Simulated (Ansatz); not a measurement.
## BH5SSi, SMILES [SiH3]BS: a ladder of basis sets, step by step

Program: the Ansatz DFT code, driven from Python.

Interactive session:
```pycon
>>> import ansatz as az
>>> geometry_ang = [
...     ("Si", [-0.5072, 0.7525, -0.6001]),
...     ("B", [0.3668, -0.1457, 0.8083]),
...     ("S", [0.135, -2.0025, 0.9782]),
...     ("H", [-1.2722, -0.1494, -1.4031]),
...     ("H", [0.4306, 1.4483, -1.5014]),
...     ("H", [-1.4489, 1.8244, -0.0285]),
...     ("H", [1.0923, 0.4545, 1.5596]),
...     ("H", [1.2958, -2.2392, 0.1312]),
... ]
>>> system = az.Crystal.molecule()
>>> for symbol, xyz in geometry_ang:
...     system = system.atom(symbol, xyz)
...
>>> job = system.calculation().correlation("MP2")
>>> energies = {}
>>> for basis in ["cc-pVDZ", "cc-pVTZ"]:
...     report = job.basis(gaussian=basis).run(threads=1, backend="cpu").report
...     size = report["n_frozen"] + report["n_occupied"][0] + report["n_virtual"][0]
...     energies[basis] = (report["reference_energy_ev"] / 27.211386246, report["free_energy_ev"] / 27.211386246)
...     print(f"{basis:14s} {size:4d} orbitals  reference {energies[basis][0]:14.6f} Ha  total {energies[basis][1]:14.6f} Ha")
...
cc-pVDZ          75 orbitals  reference    -714.019092 Ha  total    -714.340086 Ha
cc-pVTZ         168 orbitals  reference    -714.057109 Ha  total    -714.463744 Ha
>>> # correlation energy at the basis limit from E(X) = E + A / X^3
>>> small, large = (energies[b][1] - energies[b][0] for b in ("cc-pVDZ", "cc-pVTZ"))
>>> limit = (3 ** 3 * large - 2 ** 3 * small) / (3 ** 3 - 2 ** 3)
>>> print(f"correlation energy: {small:.6f} and {large:.6f} Ha, extrapolated {limit:.6f} Ha")
correlation energy: -0.320994 and -0.406636 Ha, extrapolated -0.442695 Ha
>>> print(f"share caught by the larger set: {100 * large / limit:.1f} %")
share caught by the larger set: 91.9 %
```

Against cc-pVDZ: cc-pVTZ -123.7 mHa. The last step alone is -123.66 mHa. From the first set to the last the time grows from 0.8 to 3.2 s.

The drop along the ladder measures the basis error, and is no property of the molecule. The geometry is a force-field or estimated start, not a minimum of this method, and the last set is no limit. Much of the fall in a total is atomic energy, which cancels in bond and reaction energies. Inner cores stay frozen, so this is valence correlation. For Al to Cl the sets with a tight d function, cc-pV(X+d)Z, are usual. An extrapolation from small basis sets is rough. Wall time of the script: 4.5 s on 1 thread of Arm Neoverse V1, with other jobs on the host, peak memory 0.34 GiB.
